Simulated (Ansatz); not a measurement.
A made-up structure of AlSiNH₅ (charge +1), closed shell:

```xyz
8
angstrom
N -1.3531 0.9639 -0.9166
Al 0.3507 1.1352 0.0231
Si 1.0077 -1.5173 0.8067
H -1.9324 0.0106 -1.0972
H -1.9163 1.8356 -1.3717
H 1.4305 2.4441 0.4324
H 2.3502 -2.0254 1.6449
H 0.0627 -2.8467 0.4785
```

It is relaxed with PBE-D4/def2-SVP and then PBE0-D4/def2-TZVP (Ansatz 0.2.0). Atoms count as bonded within 1.22 times the sum of their covalent radii (H–H: 0.88 Å). The end point is not checked to be a true minimum.

Does its bonding change? (A judgement: the text doesn't fix the answer.)

Computed: Yes. Formed: Al2–Si3; broken: none.

Where it ends: The first stage lowers the energy by 1.43 eV in 8 steps. It ends as AlSiNH₅ ([NH2][AlH][SiH2]), total charge +1:
N1  (-1.208, 0.860, -0.818)
Al2  (0.313, 1.013, 0.021)
Si3  (0.900, -1.355, 0.720)
H4  (-1.726, 0.010, -0.980)
H5  (-1.710, 1.639, -1.224)
H6  (1.276, 2.182, 0.385)
H7  (2.098, -1.808, 1.469)
H8  (0.056, -2.541, 0.427)
(Å)

Labels in which every atom is bracketed show which atoms are joined, not bond orders.

For scale, one of the runs: PBE0-D4/def2-TZVP relaxation, 135 basis functions, launched by `ansatz run in.yaml --threads 2 --pin off --events-out ev --progress --plain --max-ram 4352MiB`. The run took about 18 s on 2 CPU threads of an Arm Neoverse V1 (shared host).
